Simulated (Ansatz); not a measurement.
**Titanium, hcp: convergence with Gaussian smearing**

Computed with Ansatz, r²SCAN, scalar-relativistic PAW, on the relaxed cell (a = 2.936 Å, c = 4.642 Å (c/a = 1.581); spin not included). Errors count from a run at 500 eV on a Γ-centred 20×20×11 mesh with Fermi-Dirac smearing of 0.1 eV, extrapolated to zero width. Fixed here: cutoff 500 eV, mesh 12×12×7. The SCF starts from atomic densities corrected by a trained network.

| width (eV) | E(σ→0) error (meV/atom) | F error (meV/atom) | P (GPa) | SCF iterations |
| --- | --- | --- | --- | --- |
| 0.01 | -0.6 | -0.6 | -0.17 | 6 |
| 0.03 | -0.7 | -1.0 | -0.13 | 6 |
| 0.1 | -1.0 | -3.2 | -0.11 | 6 |
| 0.2 | -0.7 | -9.8 | -0.07 | 6 |
| 0.3 | 0.5 | -21.6 | 0.06 | 6 |
| 0.6 | 13.3 | -97.3 | 0.97 | 6 |
| 1.0 | 37.4 | -310.9 | 3.39 | 6 |
